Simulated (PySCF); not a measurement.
PH4⁺, singlet: reading a ladder of total energies

Geometry: a point of a breathe scan, not a stationary point.

| atom | x (Å) | y (Å) | z (Å) |
| --- | --- | --- | --- |
| P | 0.0000 | 0.0000 | 0.0000 |
| H | 1.2350 | 1.2397 | 1.2370 |
| H | -1.2408 | -1.2335 | 1.2375 |
| H | -1.2337 | 1.2347 | -1.2433 |
| H | 1.2395 | -1.2410 | -1.2312 |

Basis 6-31G; PySCF 2.14.0. Correlated methods freeze the noble-gas cores, which leaves 8 electrons in 16 orbitals. R marks a restricted (for open shells ROHF) determinant.

Full CI is exact within this basis and frozen core; it isn't the basis-set limit.

| level | total energy (hartree) |
| --- | --- |
| RHF | -342.338115 |
| RMP2 | -342.456610 |
| RCCSD | -342.512093 |
| RCCSD(T) | -342.518773 |
| RCCSDT | -342.521465 |
| RCCSDT(Q) | -342.522337 |
| full CI | -342.522595 |

What is the correlation energy at full CI, and what share of it do RMP2 and RCCSDT recover?

E(corr) = -342.522595 − (-342.338115) = -0.184480 hartree = -5.020 eV. RMP2: -0.118495 / -0.184480 = 64.23 %. RCCSDT: -0.183350 / -0.184480 = 99.39 %.

By how many kcal/mol does RCCSD(T) miss full CI (1 hartree = 627.509 kcal/mol), and which steps make up the rest?

-342.518773 − (-342.522595) = 0.003822 hartree = 2.40 kcal/mol. Steps: RCCSDT − RCCSD(T) = -1.69, RCCSDT(Q) − RCCSDT = -0.55, full CI − RCCSDT(Q) = -0.16 kcal/mol. With more than one leading determinant such errors change with state and geometry, and needn't cancel in differences.
